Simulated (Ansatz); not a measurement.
**Structural energy differences of cadmium**

These are results of DFT, r2SCAN, plane waves (500 eV) with PAW, scalar-relativistic in Ansatz 0.2.0, not measurements. (PAW data from PBE, frozen cores regenerated.)

Each structure is relaxed within its own symmetry, so a high-lying one may be dynamically unstable.

| structure | ΔE (meV/atom) | V (Å³/atom) | cell | magnetic state |
| --- | --- | --- | --- | --- |
| hcp | 0 | 22.19 | a = 2.951 Å, c = 5.884 Å (c/a = 1.994) | spin not included |
| fcc | 23 | 21.76 | a = 4.432 Å | spin not included |
| dhcp | 28 | 21.61 | a = 3.153 Å, c = 10.037 Å (c/a = 3.183) | spin not included |
| A15 | 46 | 22.00 | a = 5.604 Å | spin not included |
| bcc | 87 | 22.12 | a = 3.537 Å | spin not included |
| omega (AlB2-type) | 94 | 22.37 | a = 5.050 Å, c = 3.038 Å (c/a = 0.602) | spin not included |
| simple cubic | 162 | 25.43 | a = 2.941 Å | spin not included |
| diamond | 414 | 34.44 | a = 6.507 Å | spin not included |

ΔE counts from hcp.

Differences under about 8 meV lie within the error of the k-point mesh.
